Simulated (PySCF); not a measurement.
Species: C₃H₂ClNO.
InChI=1S/C3H2ClNO/c4-3-5-1-2-6-3/h1-2H

Method: CAM-B3LYP/def2-SVP geometry optimisation, gas phase (PySCF 2.14.0).

Masses are those of the commonest isotopes; rigid-rotor values at the optimised geometry. 

Question: Give the principal moments of inertia and the rotational constants in GHz.

Answer: Ia = 51.66, Ib = 225.23, Ic = 276.89 u·Å²; 505379 MHz·u·Å²/I gives 9783, 2244 and 1825 MHz, that is A = 9.7827, B = 2.2439, C = 1.8252 GHz.

Question: Classify the top.

Answer: An asymmetric top. Ray's parameter κ = (2B − A − C)/(A − C) = -0.895; −1 is the prolate and +1 the oblate limit.

Question: What does the inertial defect say?

Answer: Planar: Δ = Ic − Ia − Ib = 0.00 u·Å². For a rigid frame Δ = −2 Σ m c², so it vanishes when all atoms lie in the ab plane; here none is more than 0.01 Å from it.

Question: Give the coordinates in the principal-axis frame, origin at the centre of mass.

Answer: The sense of each axis is arbitrary; atoms in the order of the calculation.
```
atom  mass (u)   a (Å)   b (Å)   c (Å)
 Cl1    34.969   1.846   0.000   0.000
  C2    12.000   0.151  -0.098   0.000
  N3    14.003  -0.579  -1.154   0.000
  C4    12.000  -1.873  -0.667   0.000
  C5    12.000  -1.835   0.686   0.000
  O6    15.995  -0.525   1.059   0.000
  H7     1.008  -2.737  -1.327   0.002
  H8     1.008  -2.575   1.480  -0.002
```

Question: Which lines would a microwave search look for?

Answer: The dipole components are |μa| = 1.64 D, |μb| = 1.31 D, |μc| = 0.00 D; the mirror of this Cs structure is the ab plane, so μc vanishes by symmetry and there are no c-type lines. The squared components, which scale the intensities, stand as 1.00 : 0.64 (a : b). Some lines, for components of 0.1 D or more:

```csv
type,branch,"J(Ka,Kc)",MHz,lower level (cm⁻¹)
a,Q,"1(1,0) ← 1(1,1)",419,0.387
b,R,"2(0,2) ← 1(1,1)",582,0.387
a,R,"1(0,1) ← 0(0,0)",4069,0.000
b,Q,"1(1,0) ← 1(0,1)",7958,0.136
a,R,"2(0,2) ← 1(0,1)",8121,0.136
b,R,"1(1,1) ← 0(0,0)",11608,0.000
b,R,"2(1,2) ← 1(0,1)",15258,0.136
b,Q,"2(2,0) ← 2(1,1)",22634,0.687
b,Q,"2(2,1) ← 2(1,2)",23873,0.645
b,R,"2(2,1) ← 1(1,0)",31173,0.401
```

Question: Estimate the classical rotational partition function at 100 K, 200 K and 500 K.

Answer: Point group Cs, symmetry number σ = 1; q = (√π/σ)·√((kT/h)³/(ABC)), k/h = 20836.6 MHz/K: 26600 at 100 K, 75300 at 200 K, 298000 at 500 K.

Stationary, but not proved a minimum. These are rigid-rotor constants of the computed structure; measured ground-state constants (B0) also hold zero-point vibration. Quadrupole hyperfine structure (14N, 35Cl) is left out.

The run took 34 s wall on one thread of an Arm Neoverse V1, no GPU (shared host), and the process peaked at 0.54 GiB of memory. That covers the optimisation of the geometry.
